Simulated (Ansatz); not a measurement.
A made-up structure of B2SiH5 (charge +1), singlet:

| atom | x (Å) | y (Å) | z (Å) |
| --- | --- | --- | --- |
| B1 | -0.8595 | 0.9837 | -0.9448 |
| B2 | -0.1950 | 0.4077 | 0.4293 |
| Si3 | 0.9284 | -1.1787 | 0.6183 |
| H4 | -1.9531 | 0.6306 | -1.2744 |
| H5 | -0.2658 | 1.7843 | -1.6053 |
| H6 | -0.4171 | 1.0229 | 1.4380 |
| H7 | -0.6289 | 0.2252 | 1.4786 |
| H8 | 0.3639 | -2.5216 | 0.8702 |

It is relaxed with PBE-D4/def2-SVP and then PBE0-D4/def2-TZVP (Ansatz 0.2.0). Atoms count as bonded within 1.22 times the sum of their covalent radii (H–H: 0.88 Å). The end point is not checked to be a true minimum.

Problem. Does its bonding change? (Judge from chemistry; the calculation decides.)

Solution. By the calculation: Yes. Formed: B1–Si3, B1–H6, Si3–H5; broken: H6–H7.

Where it ends: The first stage lowers the energy by 3.16 eV in 29 steps. It ends as B₂SiH₅ ([H]1[BH]2[SiH]3[H][BH]123), total charge +1:
| atom | x (Å) | y (Å) | z (Å) |
| --- | --- | --- | --- |
| B1 | -0.9195 | 0.5301 | -0.3713 |
| B2 | -0.4923 | 0.3025 | 1.2415 |
| Si3 | 0.6192 | -0.6794 | 0.1063 |
| H4 | -1.7875 | 0.9551 | -1.0545 |
| H5 | 0.1244 | 0.2966 | -1.1453 |
| H6 | -0.6287 | 1.4470 | 0.5693 |
| H7 | -0.8919 | 0.3855 | 2.3452 |
| H8 | 0.9490 | -1.8832 | -0.6813 |

Labels in which every atom is bracketed show which atoms are joined, not bond orders.

For scale, one of the runs: PBE0-D4/def2-TZVP relaxation, 129 basis functions, launched by `ansatz run in.yaml --threads 2 --pin off --events-out ev --progress --plain --max-ram 4352MiB`. The run took about 16 s on 2 CPU threads of an Arm Neoverse V2 (shared host).
